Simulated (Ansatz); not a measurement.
Basis-set extrapolation for C₂H₇NS (`CSCN`) (PBE0-D4/def2-TZVP geometry, frozen core, Ansatz). Multiplicity 1, RHF reference.

```json
{"": "HF", "def2-TZVPP": "-531.847300", "def2-QZVPP": "-531.865413"}
{"": "MP2 correlation", "def2-TZVPP": "-0.748618", "def2-QZVPP": "-0.802488"}
{"": "CCSD(T) correlation", "def2-TZVPP": "-0.826730", "def2-QZVPP": "not run"}
```

Energies in hartree. Use E(X) = E(∞) + A·exp(−7.88·√X) for Hartree–Fock and E(X) = E(∞) + B·X^(−2.97) for correlation, with X = 3 and 4, and add CCSD(T) minus MP2 of the smaller set to the MP2 limit.

Q: What is the CCSD(T) energy at the basis-set limit?

A: HF limit: -531.865413 + (-0.018113) × 0.13774 = -531.86791. MP2 limit: -0.802488 + (-0.053870) × 0.74074 = -0.84239. Higher-order term: -0.826730 − (-0.748618) = -0.07811. Total: -532.78841 hartree, 300.3 kJ/mol below CCSD(T)/def2-TZVPP.
